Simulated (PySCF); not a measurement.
Process, species as SMILES: [Si](F)F (closed-shell singlet) + 3 [H][H] (H2) → 2 F (HF) + [SiH4] (SiH4)
B3LYP-D3(BJ)/def2-TZVP geometries, fixed; electronic energies without zero-point terms.

Basis-set convergence of the energy of full hydrogenation at PBE with PySCF. All functions are spherical. Density fitting with generated auxiliary sets. In sets without p functions on hydrogen, species with hydrogen take exact integrals. No added dispersion term, no relativity. Functions are those of the species that has most. Reference: the value in def2-QZVPPD, 17.87 kcal/mol, itself unsure by roughly 1.28 kcal/mol (its mean distance from pcseg-3, def2-QZVPP, cc-pV(Q+d)Z). Deviations are taken from unrounded values.

| basis | functions | energy of full hydrogenation (kcal/mol) |
|---|---|---|
| 6-31G* | 46 | 37.85 |
| 6-31+G* | 58 | 20.71 |
| def2-SVP | 46 | 18.66 |
| def2-SVPD | 70 | 1.43 |
| pcseg-1 | 46 | 15.30 |
| aug-pcseg-1 | 73 | 6.97 |
| cc-pV(D+d)Z | 51 | 20.59 |
| aug-cc-pV(D+d)Z | 78 | 5.90 |
| 6-311G** | 62 | 17.30 |
| 6-311+G** | 74 | 7.66 |
| pcseg-2 | 94 | 17.57 |
| aug-pcseg-2 | 142 | 17.40 |
| cc-pV(T+d)Z | 99 | 22.46 |
| aug-cc-pV(T+d)Z | 147 | 17.02 |
| def2-TZVP | 99 | 21.60 |
| def2-TZVPD | 123 | 18.13 |
| def2-TZVPP | 104 | 18.88 |
| def2-TZVPPD | 128 | 16.48 |
| def2-QZVPP | 190 | 18.71 |
| def2-QZVPPD | 208 | 17.87 |

What the diffuse functions change, pair by pair:
- 6-31G* to 6-31+G*: 12 more functions, deviation 19.98 to 2.84 kcal/mol
- def2-SVP to def2-SVPD: 24 more functions, deviation 0.79 to -16.45 kcal/mol
- pcseg-1 to aug-pcseg-1: 27 more functions, deviation -2.58 to -10.90 kcal/mol
- cc-pV(D+d)Z to aug-cc-pV(D+d)Z: 27 more functions, deviation 2.72 to -11.97 kcal/mol
- 6-311G** to 6-311+G**: 12 more functions, deviation -0.58 to -10.21 kcal/mol
- pcseg-2 to aug-pcseg-2: 48 more functions, deviation -0.30 to -0.47 kcal/mol
- cc-pV(T+d)Z to aug-cc-pV(T+d)Z: 48 more functions, deviation 4.59 to -0.85 kcal/mol
- def2-TZVP to def2-TZVPD: 24 more functions, deviation 3.73 to 0.26 kcal/mol
- def2-TZVPP to def2-TZVPPD: 24 more functions, deviation 1.01 to -1.39 kcal/mol
- def2-QZVPP to def2-QZVPPD: 18 more functions, deviation 0.83 to 0.00 kcal/mol

Leaving out the reference's own pair, they bring the value nearer the reference by more than 1.28 kcal/mol in 3 of 9 pairs.
